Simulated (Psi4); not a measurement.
**C2HClF2 (SMILES FC(F)=CCl): HF/cc-pVTZ (density fitting, sweep point 3)**

What is the energy change on altering one bond length of C2HClF2 at HF/cc-pVTZ (density fitting, sweep point 3)? Input form: a Python script.

The calculation is run with Psi4 1.11.

## (1) The structure to begin with

The species is C2HClF2 (6 atoms), meant as a singlet with charge 0. As SMILES, `FC(F)=CCl`. The shape is that of a PBE0-D4/def2-TZVP optimisation.

Bond lengths: F1–C2 1.312 Å, C2–F3 1.305 Å, C2–C4 1.321 Å, C4–Cl5 1.706 Å, C4–H6 1.079 Å. Angles: F1–C2–F3 111.1°, F1–C2–C4 123.1°, F3–C2–C4 125.8°, C2–C4–Cl5 122.3°, C2–C4–H6 120.1°, Cl5–C4–H6 117.5°.

## (2) The energy at HF/cc-pVTZ (density fitting, sweep point 3)

File job.py:

```python
import psi4

psi4.set_memory(1600000000)
psi4.set_num_threads(1)
psi4.set_output_file('psi4.out', False)

geom = psi4.geometry("""
0 1
F      1.70266214    -1.53139626     2.53608805
C      0.50578520    -1.06240403     0.41643895
F      0.36379118    -3.08520467    -0.98781654
C     -0.41264060     1.18442364    -0.16355580
Cl    -1.96344434     1.75069897    -2.93304392
H     -0.19615357     2.74388233     1.13188926
units bohr
symmetry c1
""")

psi4.set_options({
    'basis': 'cc-pVTZ',
    'puream': True,
    'scf_type': 'df',
})

energy_value, wavefunction = psi4.energy("hf", molecule=geom, return_wfn=True)
print(f'total energy {energy_value:.8f} hartree = {energy_value * 27.211386:.5f} eV')
```

Command:

```sh
$ python job.py
```

psi4.out:

```text
[...]
  Running in c1 symmetry.
[...]
  Nuclear repulsion =  213.574873855641869
[...]
  Multiplicity = 1
[...]
  Nalpha       = 24
  Nbeta        = 24
[...]
    Number of basis functions: 168
[...]
   @DF-RHF iter   1:  -734.70910862939343   -3.43534e-01   2.35847e-03 ADIIS/DIIS
[...]
   @DF-RHF iter   8:  -734.77600818826045   -1.33612e-07   5.54335e-07 DIIS
[...]
    Orbital Energies [Eh]
    ---------------------
    Doubly Occupied:
       1A   -104.858095     2A    -26.362850     3A    -26.362049
       4A    -11.442851     5A    -11.308906     6A    -10.582993
       7A     -8.050029     8A     -8.047881     9A     -8.047824
      10A     -1.724605    11A     -1.658890    12A     -1.183315
      13A     -1.041998    14A     -0.893108    15A     -0.822446
      16A     -0.782549    17A     -0.762912    18A     -0.706014
      19A     -0.685793    20A     -0.665700    21A     -0.600567
      22A     -0.528687    23A     -0.471595    24A     -0.378584
[...]
  @DF-RHF Final Energy:  -734.77600818826045
   => Energetics <=
    Nuclear Repulsion Energy =            213.5748738556418687
    One-Electron Energy =               -1440.7610880743454800
    Two-Electron Energy =                 492.4102060304430211
    Total Energy =                       -734.7760081882604482
[...]
 Multipole Moments:
 ------------------------------------------------------------------------------------
     Multipole            Electronic (a.u.)      Nuclear  (a.u.)        Total (a.u.)
 ------------------------------------------------------------------------------------
 L = 1.  Multiply by 2.5417464519 to convert [e a0] to [Debye]
 Dipole X            :          0.5365978           -0.4645792            0.0720186
 Dipole Y            :         -2.2784629            2.5935583            0.3150954
 Dipole Z            :         -0.1967947            0.5147756            0.3179809
 Magnitude           :                                                    0.4534133
[...]
```

The script printed:

```text
total energy -734.77600819 hartree = -19994.27358 eV
```

It took 4.5 s on 1 thread of Intel Xeon at 2.70GHz, shared host; peak memory 0.38 GiB.

## (3) The distorted shape at the same level

File c2hclf2.py:

```python
import psi4

psi4.set_memory(1600000000)
psi4.set_num_threads(1)
psi4.core.set_output_file('c2hclf2.out', False)

molecule = psi4.geometry("""
0 1
F      2.94325978    -1.98439951     4.75159729
C      1.74638284    -1.51540728     2.63194819
F      1.60438882    -3.53820792     1.22769270
C      0.82795705     0.73142039     2.05195344
Cl    -1.96344434     1.75069897    -2.93304392
H      1.04444407     2.29087908     3.34739850
units bohr
symmetry c1
""")

psi4.set_options(dict(basis='cc-pVTZ', puream=True, scf_type='df'))

e = psi4.energy("scf")
print(f'total energy {e:.8f} hartree = {e * 27.211386:.5f} eV')
```

Command:

```sh
$ python c2hclf2.py
```

c2hclf2.out:

```text
[...]
  Running in c1 symmetry.
[...]
  Nuclear repulsion =  179.620000847732541
[...]
  Multiplicity = 1
[...]
  Nalpha       = 24
  Nbeta        = 24
[...]
    Number of basis functions: 168
[...]
   @DF-RHF iter   1:  -734.47201489445706   -8.88306e-01   2.66865e-03 ADIIS/DIIS
[...]
   @DF-RHF iter   9:  -734.58070470180689   -2.65689e-07   8.14924e-07 DIIS
[...]
    Orbital Energies [Eh]
    ---------------------
    Doubly Occupied:
       1A   -104.821119     2A    -26.416845     3A    -26.400940
       4A    -11.511357     5A    -11.401437     6A    -10.541349
       7A     -8.007757     8A     -8.005663     9A     -8.005657
      10A     -1.769248    11A     -1.701679    12A     -1.138393
      13A     -1.012419    14A     -0.940997    15A     -0.863587
      16A     -0.825131    17A     -0.798328    18A     -0.745899
      19A     -0.727728    20A     -0.703907    21A     -0.473504
      22A     -0.428898    23A     -0.428004    24A     -0.394254
[...]
  @DF-RHF Final Energy:  -734.58070470180689
   => Energetics <=
    Nuclear Repulsion Energy =            179.6200008477325412
    One-Electron Energy =               -1372.2725920116211000
    Two-Electron Energy =                 458.0718864620815225
    Total Energy =                       -734.5807047018070080
[...]
 Multipole Moments:
 ------------------------------------------------------------------------------------
     Multipole            Electronic (a.u.)      Nuclear  (a.u.)        Total (a.u.)
 ------------------------------------------------------------------------------------
 L = 1.  Multiply by 2.5417464519 to convert [e a0] to [Debye]
 Dipole X            :          1.2235255           -0.3005266            0.9229989
 Dipole Y            :         -2.7257128            2.5336546           -0.1920583
 Dipole Z            :          0.9210175            0.8077474            1.7287650
 Magnitude           :                                                    1.9691220
[...]
```

The script printed:

```text
total energy -734.58070470 hartree = -19988.95910 eV
```

Wall time 4.5 s (1 thread of Intel Xeon at 2.70GHz, shared host); peak memory 0.38 GiB.

## (4) What came out

At HF/cc-pVTZ (density fitting, sweep point 3):

| quantity | value |
| --- | --- |
| first shape: total energy | -734.77601 Eh |
| first shape: dipole moment | 1.15 D |
| first shape: HOMO energy | -10.30 eV |
| first shape: LUMO energy | 4.23 eV |
| first shape: HOMO–LUMO gap | 14.53 eV |
| distorted shape: total energy | -734.58070 Eh |
| distorted shape: dipole moment | 5.01 D |
| distorted shape: HOMO energy | -10.73 eV |
| distorted shape: LUMO energy | -2.82 eV |
| distorted shape: HOMO–LUMO gap | 7.91 eV |
| energy change with the C4–Cl5 bond stretched from 1.706 to 3.071 Å | 5.314 eV |

**Reading.** One bond (distorted shape) is far stretched, which a spin-restricted single reference describes badly; a broken-symmetry solution may lie lower. With the C4–Cl5 bond stretched from 1.706 to 3.071 Å the energy rises by 5.31 eV (513 kJ/mol). The first shape isn't relaxed at this level, so the change isn't measured from a minimum. A restricted reference can't describe the breaking bond well at this length.
